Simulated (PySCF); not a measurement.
Nitrosyl fluoride, FNO.
SMILES with atom numbers: `[O:1]=[N:2][F:3]`

The same species was optimised twice, with GFN2-xTB and with PBE0-D3(BJ)/def2-SVP (PySCF), and the same property calculations (PySCF, gas phase) were run on both structures.

```csv
coordinate,GFN2-xTB,PBE0-D3(BJ)/def2-SVP,change
N2–F3 (Å),1.492,1.450,-0.042
O1=N2 (Å),1.139,1.136,-0.003
O1–N2–F3 (°),111.2,110.7,-0.5
```

Rotational constants: A = 98277, B = 11934, C = 10642 MHz (GFN2-xTB) against A = 99265, B = 12469, C = 11078 MHz (PBE0-D3(BJ)/def2-SVP). Point groups within 0.08 Å: Cs and Cs.

On the GFN2-xTB structure: HOMO (eV) -9.76 [PBE0/pcSseg-1]; LUMO (eV) -3.38 [PBE0/pcSseg-1]; dipole (D) 1.36 [PBE0/pcSseg-1]; GIAO shielding of O1 (ppm) -535.8 [PBE0/pcSseg-1]; GIAO shielding of N2 (ppm) -313.5 [PBE0/pcSseg-1]; GIAO shielding of F3 (ppm) -393.7 [PBE0/pcSseg-1].

**Question.** What do these properties become on the PBE0-D3(BJ)/def2-SVP structure?

**Answer.** 
| property | level | on GFN2-xTB | on PBE0-D3(BJ)/def2-SVP | change |
| --- | --- | --- | --- | --- |
| HOMO (eV) | PBE0/pcSseg-1 | -9.76 | -9.68 | +0.08 |
| LUMO (eV) | PBE0/pcSseg-1 | -3.38 | -3.20 | +0.18 |
| dipole (D) | PBE0/pcSseg-1 | 1.36 | 1.09 | -0.27 |
| energy, GFN2-xTB geometry as zero (kcal/mol) | PBE0/pcSseg-1 | 0.0 | 0.1 | +0.1 |
| GIAO shielding of O1 (ppm) | PBE0/pcSseg-1 | -535.8 | -526.8 | +9.0 |
| GIAO shielding of N2 (ppm) | PBE0/pcSseg-1 | -313.5 | -303.2 | +10.3 |
| GIAO shielding of F3 (ppm) | PBE0/pcSseg-1 | -393.7 | -341.1 | +52.6 |

The heavy atoms differ by 0.021 Å rms after alignment. Among all bonds N2–F3 changes most (-0.042 Å). Changes are differences of the printed values. Neither structure is proved a minimum here.
